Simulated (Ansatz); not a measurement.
`N=C=S` from Hartree–Fock to CCSD(T)

```xyz
4

N    -0.333    0.048   -0.760
C    -0.054   -0.003    0.403
S     0.160   -0.056    1.951
H     0.226    0.011   -1.593
```

The species carries charge 0 and has multiplicity 1. Geometry: relaxed with PBE0-D4/def2-TZVP. It is one conformer, not always the lowest. Frozen core, restricted reference, Ansatz. CBS rows extrapolate triple and quadruple zeta.

```json
{"basis": "def2-SVP", "HF (Eh)": "-490.21186", "MP2 corr.": "-0.41712"}
{"basis": "def2-TZVPP", "HF (Eh)": "-490.46210", "MP2 corr.": "-0.52058"}
{"basis": "def2-QZVPP", "HF (Eh)": "-490.47699", "MP2 corr.": "-0.55881"}
{"basis": "cc-pV(D+d)Z", "HF (Eh)": "-490.42457", "MP2 corr.": "-0.41981"}
{"basis": "cc-pV(T+d)Z", "HF (Eh)": "-490.46532", "MP2 corr.": "-0.52133"}
{"basis": "cc-pV(Q+d)Z", "HF (Eh)": "-490.47555", "MP2 corr.": "-0.55893"}
```

(1) Estimate the CCSD correlation energy and the (T) correction in each basis where they were run (hartree).

Results:

(1) 
| basis | CCSD corr. | (T) |
| --- | --- | --- |
| def2-SVP | -0.42958 | -0.02056 |
| def2-TZVPP | -0.53036 | -0.03116 |
| def2-QZVPP | -0.56242 | -0.03434 |
| CBS(def2) | -0.58617 | -0.03669 |
| cc-pV(D+d)Z | -0.43339 | -0.02071 |
| cc-pV(T+d)Z | -0.53099 | -0.03127 |
| cc-pV(Q+d)Z | -0.56262 | -0.03429 |
| CBS(cc) | -0.58514 | -0.03645 |
